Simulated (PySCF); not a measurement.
CHO, SMILES O=[CH], multiplicity 2. Atoms are numbered in the order given.

```xyz
3

C     -0.1728    -0.5577     0.0000
O      0.0536     0.5890     0.0000
H      0.6079    -1.3663     0.0000
```
Charge 0, spin multiplicity 2.

Geometry optimised at PBE0-D3(BJ)/def2-TZVPD. The isomer is the one that the SMILES or the coordinates give; other isomers of the formula were not compared.

These are CAM-B3LYP/def2-TZVPD run with PySCF values and carry that method's errors.

Isolated molecule, no solvent.

```yaml
total_energy: -113.85734 hartree
point_group: Cs
"α spin, highest occupied and lowest empty level": -7.87 and -0.14 eV
"β spin, highest occupied and lowest empty level": -12.67 and -0.92 eV
dipole_moment: 0.357 e·Å
quadrupole, principal values (traceless, Buckingham form, about the centre of nuclear charge): -2.10, 0.59, 1.52 D·Å
mean_static_polarisability: 17.2 bohr³ (2.55 Å³)
polarisability_principal_values: 13.2, 16.9, 21.5 bohr³
"⟨S²⟩": 0.754 (pure state 0.75)
```
